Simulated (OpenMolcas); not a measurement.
## LiH (SMILES [LiH]): methods side by side

The species is LiH (2 atoms), meant as a singlet with charge 0. As SMILES, `[LiH]`. Geometry: the measured bond length.

```xyz
2

Li    0.0000    0.0000    0.0000
H     0.0000    0.0000    1.5957
```

Quantity: the energy change with the Li1–H2 bond stretched from 1.596 to 2.393 Å, in eV. The values are calculated.

```csv
level,kind,program,value (eV),less FCI/6-31G**,CPU time (all runs)
HF/6-31G** (spherical functions) (restricted),Hartree–Fock,OpenMolcas,0.94,+0.12,3.1 s
B3LYP/6-31G** (spherical functions) (restricted),global hybrid,OpenMolcas,0.90,+0.08,6 s
PBE0/6-31G** (spherical functions) (restricted),global hybrid,OpenMolcas,0.88,+0.06,5.6 s
"CASPT2(2,2)/6-31G** (spherical functions)",multireference,OpenMolcas,0.78,-0.04,3.2 s
"MC-PDFT[tPBE](2,5)/6-31G** (spherical functions)",multireference,OpenMolcas,0.84,+0.02,3.6 s
"SC-NEVPT2(2,2)/6-31G** (spherical functions)",multireference,OpenMolcas,0.76,-0.06,3.2 s
CCSD(T)/6-31G** (spherical functions) (restricted),coupled cluster or CI,OpenMolcas,0.82,0.00,4.3 s
FCI/def2-SVP,exact in the basis,OpenMolcas,0.86,+0.04,4 s
FCI/6-31G** (spherical functions),exact in the basis,OpenMolcas,0.82,0.00,4.5 s
```

FCI/6-31G** (spherical functions) is exact within its basis and frozen core, so for wave-function methods in that basis the difference is their error; functionals converge differently with the basis, so for them it is only a difference. The first shape isn't each level's own minimum. The values span 0.76 to 0.94 eV. CPU times are rough (shared hosts, several kinds of processor): they show what a rung costs within a factor of a few.
